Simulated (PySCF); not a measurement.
Species: C₃H₃F₂N.
SMILES with atom numbers: `[F:1][CH:2]([F:3])[C:4]1=[N:5][CH2:6]1` (hydrogens: H7 on C2; H8, H9 on C6)

Computed by this run: PBE0-D3(BJ)/def2-SVP geometry optimisation, gas phase (PySCF 2.14.0); density fitting, grid level 1; the optimiser is geomeTRIC in internal coordinates, started from a GFN2-xTB structure with every atom displaced at random (about 0.01 Å).

Step 0: E = -10062.9333 eV
```
atom  x, y, z in Å  |  force x, y, z in eV/Å
F1      1.9237    0.0783    0.8456   -0.565   0.102  -0.451
C2      1.2303   -0.3780   -0.2399    2.228  -0.595   0.170
F3      1.1555   -1.7207   -0.1019   -0.304   0.178  -0.167
C4     -0.0930    0.1982   -0.2880   -3.690   1.300   0.217
N5     -0.9292    0.8629   -0.9854    1.404  -0.706   0.563
C6     -1.4178    0.3851    0.3590    1.879   0.424  -0.233
H7      1.8339   -0.1494   -1.1406   -0.160  -0.006   0.053
H8     -2.1221   -0.4174    0.3525   -0.743  -0.765  -0.017
H9     -1.5247    1.1232    1.1641   -0.048   0.068  -0.134
```

Step 1: E = -10063.0449 eV
```
atom  x, y, z in Å  |  force x, y, z in eV/Å
F1      1.9823    0.0718    0.8132    0.176  -0.079   0.102
C2      1.2704   -0.4007   -0.2216   -0.473   0.076   0.274
F3      1.2248   -1.7415   -0.1575    0.142  -0.101   0.063
C4     -0.1231    0.1413   -0.1533    0.515   0.143  -0.764
N5     -0.8049    0.8058   -0.9663   -0.351  -0.038   0.442
C6     -1.4408    0.4024    0.3650   -0.011  -0.172   0.002
H7      1.7406   -0.0892   -1.1681    0.049  -0.010  -0.047
H8     -2.1995   -0.3917    0.3362   -0.018   0.112  -0.026
H9     -1.5931    1.1840    1.1177   -0.030   0.069  -0.047
```

Step 2: E = -10063.0741 eV
```
atom  x, y, z in Å  |  force x, y, z in eV/Å
F1      1.9782    0.0660    0.8226   -0.086   0.048   0.017
C2      1.2692   -0.3970   -0.2221   -0.011   0.057  -0.067
F3      1.2249   -1.7388   -0.1409   -0.096   0.013   0.011
C4     -0.1165    0.1630   -0.1998   -0.167  -0.035  -0.111
N5     -0.8561    0.8244   -0.9656    0.178  -0.053   0.103
C6     -1.4306    0.3885    0.3670    0.087   0.004   0.090
H7      1.7706   -0.1059   -1.1612    0.038  -0.011  -0.001
H8     -2.2065   -0.3863    0.3416    0.059  -0.058  -0.026
H9     -1.5765    1.1682    1.1239   -0.003   0.034  -0.016
```

Step 3: E = -10063.0793 eV
```
atom  x, y, z in Å  |  force x, y, z in eV/Å
F1      1.9542    0.0704    0.8281   -0.005   0.035   0.000
C2      1.2631   -0.3943   -0.2280   -0.014   0.051  -0.018
F3      1.1962   -1.7344   -0.1342   -0.026  -0.014  -0.016
C4     -0.1150    0.1716   -0.2151   -0.101   0.036  -0.007
N5     -0.8623    0.8372   -0.9657    0.091  -0.004  -0.088
C6     -1.4207    0.3897    0.3682    0.057  -0.083   0.111
H7      1.7841   -0.1157   -1.1612    0.028  -0.030   0.029
H8     -2.1709   -0.4096    0.3461   -0.042   0.025  -0.004
H9     -1.5720    1.1672    1.1271    0.012  -0.016  -0.007
```

Q: Estimate the geometry and energy of step 4. (The exact step hangs on the optimiser's Hessian estimate; all steps are aligned on step 3, rigid shifts and turns removed.)

A: E = -10063.0808 eV, largest force 0.111 eV/Å
```
atom  x, y, z in Å  |  force x, y, z in eV/Å
F1      1.9435    0.0800    0.8285    0.032   0.002   0.007
C2      1.2618   -0.3912   -0.2312   -0.013   0.016   0.022
F3      1.1858   -1.7307   -0.1312    0.023  -0.026   0.001
C4     -0.1146    0.1731   -0.2216   -0.047  -0.021  -0.035
N5     -0.8638    0.8388   -0.9675    0.012   0.057  -0.094
C6     -1.4154    0.3833    0.3698   -0.018  -0.008   0.092
H7      1.7951   -0.1219   -1.1598    0.000  -0.012   0.015
H8     -2.1752   -0.4072    0.3460    0.008  -0.007  -0.008
H9     -1.5604    1.1579    1.1323    0.002   0.000   0.000
```

The energy changes by -0.0015 eV. The first-order estimate −F·Δx gives -0.0029 eV and the mean of the old and new forces, exact on a quadratic surface, -0.0014 eV. The step makes an angle of 67° with the force vector and moves no atom by more than 0.016 Å.

What follows is the cost of the whole optimisation. On Arm Neoverse V1, one thread, shared host with 32 logical CPUs at a one-minute load of 32, this took 35 s wall and 0.40 GiB of memory at its peak.
